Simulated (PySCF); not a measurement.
## Potential energy of O₂ along the bond

Set-up: basis O STO-3G; no relativity; PySCF 2.14. Energies in eV from O + O in their ground configurations at the same level. All curves are PBE0. state 1: ³Σg⁻ (triplet), unpaired electrons π ↑↑; state 2: Ms = 0 determinant of mixed spin (⟨S²⟩ near 1.0), unpaired electrons π ↑↓, a mixture of terms (⟨Lz²⟩ = 2.0), a second solution, started from another occupation.

```json
{"R (Å)": "1.094", "state 1": "-3.583", "state 2": "-3.074"}
{"R (Å)": "1.145", "state 1": "-4.710", "state 2": "-4.210"}
{"R (Å)": "1.196", "state 1": "-5.342", "state 2": "-4.851"}
{"R (Å)": "1.234", "state 1": "-5.570", "state 2": "-5.086"}
{"R (Å)": "1.272", "state 1": "-5.634", "state 2": "-5.156"}
{"R (Å)": "1.310", "state 1": "-5.567", "state 2": "-5.094"}
{"R (Å)": "1.361", "state 1": "-5.319", "state 2": "-4.853"}
{"R (Å)": "1.425", "state 1": "-4.820", "state 2": "-4.361"}
{"R (Å)": "1.501", "state 1": "-4.037", "state 2": "-3.586"}
{"R (Å)": "1.603", "state 1": "-2.833", "state 2": "-2.389"}
```

Task: Put a parabola through the three lowest points of the state 1 curve and estimate Re, k and ωe (reduced mass 7.997 u; 1 eV/Å² = 0.16022 mdyn/Å; ωe = 1302.8·√(k/μ) cm⁻¹).

Result: Through R = 1.234, 1.272, 1.31 Å the second-order coefficient is 45.4 eV/Å², so Re ≈ 1.272 Å, k ≈ 14.5 mdyn/Å and ωe ≈ 1756 cm⁻¹. A polynomial fit of higher order to the unrounded PBE0 energies gives Re = 1.270 Å, k = 14.5 mdyn/Å, ωe = 1756 cm⁻¹; anharmonicity and rounding make the difference.

The higher-order fit for each curve: state 1: Re = 1.270 Å, ωe = 1756 cm⁻¹, De = 5.63 eV; state 2: Re = 1.272 Å, ωe = 1750 cm⁻¹, minimum 5.16 eV below the ground-state fragments.

STO-3G is very small, so such numbers show the basis as much as the molecule. The state was picked by a PBE0 search and need not be the measured ground state.
